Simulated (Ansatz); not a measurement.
Basis sets compared for [BFH3]- (BH₃F⁻). Total charge -1; singlet. Geometry PBE0-D4/def2-TZVPD. Ansatz on 4 threads of Arm Neoverse V2 on a shared host; times are rough, and most runs start from earlier orbitals.

```
atom    x (Å)    y (Å)    z (Å)
  B1  -0.0021  -0.0191   0.0318
  F2   0.0831   0.7309  -1.2124
  H3   1.1042  -0.5262   0.2969
  H4  -0.8497  -0.9254  -0.0777
  H5  -0.3355   0.7398   0.9614
```

```json
{"level": "PBE-D4/def2-SVPD", "functions": "67", "energy (Eh)": "-126.3231", "HOMO (eV)": "-0.15", "LUMO (eV)": "4.69", "wall time": "0.25 s"}
{"level": "PBE0-D4/def2-SVPD", "functions": "67", "energy (Eh)": "-126.3314", "HOMO (eV)": "-1.56", "LUMO (eV)": "5.16", "wall time": "0.25 s"}
```

(1) Estimate the rows for PBE-D4/def2-TZVPD, PBE0-D4/def2-TZVPD.

Results:

(1) 
```
             level  functions  energy (Eh)  HOMO (eV)  LUMO (eV)  wall time
 PBE-D4/def2-TZVPD        104    -126.4669      -0.19       3.86     0.35 s
PBE0-D4/def2-TZVPD        104    -126.4749      -1.58       4.20      0.4 s
```
